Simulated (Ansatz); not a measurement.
## AlCl₂H, SMILES [Cl][AlH][Cl]: a rigid scan of one bond length, step by step

Computed with Ansatz's Python interface.

The cells in order, each with its output:

**Cell 1**
```python
from dataclasses import dataclass

import ansatz as az
import matplotlib.pyplot as plt
import numpy as np
```

**Cell 2**
```python
@dataclass(frozen=True)
class RunConfig:
    basis: str = "cc-pVDZ"
    method: str = "MP2"
```

**Cell 3**
```python
opts = RunConfig()
```

**Cell 4**
```python
geometry = (
    az.Crystal.molecule()
    .atom("Cl", (-1.3373, 0.6843, 1.4685))
    .atom("Al", (0.1119, 0.0781, -0.0319))
    .atom("Cl", (-0.1657, -1.8452, -1.0985))
    .atom("H", (1.4466, 1.0224, -0.3584))
)
```

**Cell 5**
```python
symbols = [site.symbol for site in geometry.cartesian_sites]
start = np.array([site.position_ang for site in geometry.cartesian_sites])
axis = (start[3] - start[1]) / np.linalg.norm(start[3] - start[1])
moving = [3]
lengths, energies = [1.467, 1.534, 1.601, 1.667, 1.734, 1.801, 1.867, 1.967], []
for length in lengths:
    xyz = start.copy()
    xyz[moving] += (length - np.linalg.norm(start[3] - start[1])) * axis
    point = az.Crystal.molecule()
    for symbol, place in zip(symbols, xyz):
        point = point.atom(symbol, place.tolist())
    model = (
        point.calculation()
        .basis(gaussian=opts.basis)
        .correlation(opts.method)
    )
    r = model.run().report
    energies.append(r["free_energy_ev"])
    print(f"r = {length:6.3f} A  E = {energies[-1]:.5f} eV  <S^2> = {abs(r['mean_field']['state']['spin_squared']):.3f}")
```
Output:
```text
r =  1.467 A  E = -31618.79597 eV  <S^2> = 0.000
r =  1.534 A  E = -31618.86445 eV  <S^2> = 0.000
r =  1.601 A  E = -31618.85821 eV  <S^2> = 0.000
r =  1.667 A  E = -31618.79530 eV  <S^2> = 0.000
r =  1.734 A  E = -31618.68703 eV  <S^2> = 0.000
r =  1.801 A  E = -31618.54472 eV  <S^2> = 0.000
r =  1.867 A  E = -31618.37975 eV  <S^2> = 0.000
r =  1.967 A  E = -31618.09773 eV  <S^2> = 0.000
```

**Cell 6**
```python
# quartic fit about the minimum
fit = np.polynomial.Polynomial.fit(lengths, np.array(energies) - min(energies), 4).convert()
roots = [r.real for r in fit.deriv().roots() if abs(r.imag) < 1e-9 and fit.deriv(2)(r.real) > 0]
r_e = min(roots, key=lambda r: abs(r - lengths[int(np.argmin(energies))]))
print(f"minimum of the fit at {r_e:.4f} A, force constant {fit.deriv(2)(r_e):.2f} eV/A^2")
plt.figure(figsize=(4.5, 3))
plt.plot(lengths, np.array(energies) - min(energies), "o-")
plt.xlabel("bond length (A)")
plt.ylabel("E - E(min) (eV)")
plt.tight_layout()
plt.savefig("scan.png", dpi=100)
```
Output:
```text
minimum of the fit at 1.5609 A, force constant 15.00 eV/A^2
```

Caveats:
- Total energies depend on the basis set; only differences at equal settings carry meaning.
- The rest of the molecule is held rigid at a force-field or estimated start geometry, and the basis set is modest; single-reference methods fail as a bond breaks.
- The orbitals are restricted, so S² is zero by construction.
- S² is that of the Hartree-Fock reference.
- Run time: 5.4 s on 1 thread of Arm Neoverse V1, on a shared host, peak memory 0.21 GiB.
